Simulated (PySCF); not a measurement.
# Dipole moment and polarisability across levels of theory

1,1,1,2-tetrafluoroethane, C₂H₂F₄.
SMILES: `FCC(F)(F)F`

PySCF, dipoles from the SCF density, polarisabilities from static response with core orbitals frozen. Geometry: PBE0-D3(BJ)/def2-SVP; no solvent, vibrations or thermal averaging.

Reference polarisability: 4.549 Å³ (measured, gas; NIST CCCBDB Release 22 (SRD 101), experimental polarizabilities). The anisotropy is √(½[(α1 − α2)² + (α2 − α3)² + (α3 − α1)²]).

| level | μ (D) | α (Å³) | error (%) | anisotropy (Å³) |
| --- | --- | --- | --- | --- |
| LDA/def2-SVPD | 1.964 | 4.72 | +3.7 | 0.26 |
| PBE/def2-SVPD | 1.894 | 4.71 | +3.6 | 0.26 |
| B3LYP/def2-SVPD | 2.034 | 4.49 | -1.2 | 0.22 |
| PBE0/def2-SVPD | 2.022 | 4.44 | -2.4 | 0.22 |
| BHandHLYP/def2-SVPD | 2.165 | 4.25 | -6.6 | 0.19 |
| CAM-B3LYP/def2-SVPD | 2.091 | 4.45 | -2.2 | 0.21 |
| wB97X-D/def2-SVPD | 2.052 | 4.43 | -2.7 | 0.21 |
| LC-wPBE/def2-SVPD | 2.069 | 4.41 | -3.0 | 0.21 |
| HF/def2-SVPD | 2.281 | 3.99 | -12.4 | 0.15 |
| PBE0/6-31G* | 1.759 | 3.43 | -24.6 | 0.06 |
| PBE0/def2-SVP | 1.908 | 3.31 | -27.3 | 0.08 |
| PBE0/def2-TZVP | 1.943 | 4.06 | -10.8 | 0.16 |

For the polarisability, the smallest error is 1.2% (B3LYP/def2-SVPD) and the largest 27.3% (PBE0/def2-SVP). The dipole runs from 1.76 D (PBE0/6-31G*) to 2.28 D (HF/def2-SVPD). In one basis (def2-SVPD) the functionals order the polarisability from HF (lowest) to LDA (highest), a spread of 18%. With PBE0 the polarisability is 3.60 Å³ without diffuse functions (mean of 6-31G*, def2-SVP and def2-TZVP) and 4.44 Å³ with them (def2-SVPD). Measured values can belong to vibrating molecules and may average over conformers; the computed ones are for one fixed geometry.
